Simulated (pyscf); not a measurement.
HF (SMILES F) + F–C:–F (SMILES F[C]F) [singlet] → F–C:–F (SMILES F[C]F) [singlet] + HF (SMILES F) (four-centre exchange; singlet surface; F–H, C–F broken, C–F, F–H formed). Optimised with ωB97X-D3(BJ)/def2-SVP in PySCF. MP2 and CC: frozen core, UHF for open shells. ΔMP2 is the change of the MP2 total energy from the triple- to the quadruple-zeta basis. Energies in kJ/mol from the separated reactants.

| level | barrier | reaction energy |
|---|---|---|
| ωB97X-D3(BJ)/def2-TZVP | (withheld) | 0.0 |
| r²SCAN/def2-TZVP | 117.2 | 0.0 |
| B3LYP-D3(BJ)/def2-TZVP | 140.4 | 0.0 |
| PBE0-D3(BJ)/def2-TZVP | 138.0 | 0.0 |
| MP2/def2-QZVPP | 158.0 | 0.0 |
| CCSD/def2-TZVPP | 178.0 | 0.0 |
| CCSD(T)/def2-TZVPP + ΔMP2(QZVPP) | (withheld) | 0.0 |

Q: Some entries are withheld; supply them.

A: 
- ωB97X-D3(BJ)/def2-TZVP, barrier: 151.2
- CCSD(T)/def2-TZVPP + ΔMP2(QZVPP), barrier: 162.0

Of the functionals in the table, ωB97X-D3(BJ) is closest to CCSD(T)/def2-TZVPP + ΔMP2(QZVPP) in the barrier (10.7 kJ/mol apart) and r²SCAN least close (44.8 kJ/mol); that level has limits of its own. One saddle was located; it need not be the lowest between these sides. The CCSD(T) − MP2 part came from Ansatz, without density fitting, on the same reference.
